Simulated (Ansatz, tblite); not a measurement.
Potential energy curve for Li2, singlet.

Methods: UMP2 = MP2 on UHF/cc-pVQZ, frozen core (Ansatz, a first-principles code); GFN2-xTB, 300 K electronic temperature (tblite); RCCSD = CCSD on RHF/cc-pVQZ, frozen core (Ansatz); UCCSD = CCSD on UHF/cc-pVQZ, frozen core (Ansatz); FCI = full CI/cc-pVQZ, frozen core run with Ansatz.

Energies are in eV, each relative to the lowest point of its own curve near equilibrium.

```tsv
R / Å	UMP2	GFN2-xTB	RCCSD	UCCSD	FCI
2.08	0.587	0.049	0.460	0.461	0.460
2.18	0.412	0.010	0.301	0.302	0.301
2.37	0.179	0.000	0.105	0.106	0.105
2.48	0.094	0.024	0.043	0.043	0.043
2.63	0.024	0.085	0.004	0.004	0.004
2.68	0.011	0.111	0.000	0.000	0.000
2.74	0.000	0.147	0.001	0.001	0.001
2.84	0.001	0.214	0.014	0.015	0.014
2.92	0.029	0.274	0.032	0.033	0.032
3.00	0.061	0.337	0.057	0.058	0.057
3.12	0.112	0.433	0.102	0.104	0.102
3.47	0.261	0.635	0.271	0.273	0.271
3.70	0.346	0.845	0.391	0.393	0.391
4.13	0.464	1.259	0.601	0.603	0.601
4.61	0.544	1.717	0.781	0.782	0.781
4.91	0.574	1.989	0.861	0.862	0.861
5.39	0.603	2.380	0.944	0.945	0.944
6.11	0.623	2.836	1.004	1.004	1.004
6.67	0.630	3.084	1.023	1.023	1.023
7.46	0.634	3.317	1.034	1.034	1.034
8.22	0.635	—	1.038	1.037	1.038
```

Dashes: no converged value, or the column stops at the first point that the program doubted or that broke a chosen test of continuity, which isn't proof of a fault.

The unrestricted determinant behind UMP2, UCCSD is spin-contaminated at 2.08 to 8.22 Å (<S²> up to 1.0, against 0.00 for a pure singlet). With two correlated electrons CCSD is exact in the basis where it finds the lowest root (RCCSD, UCCSD).
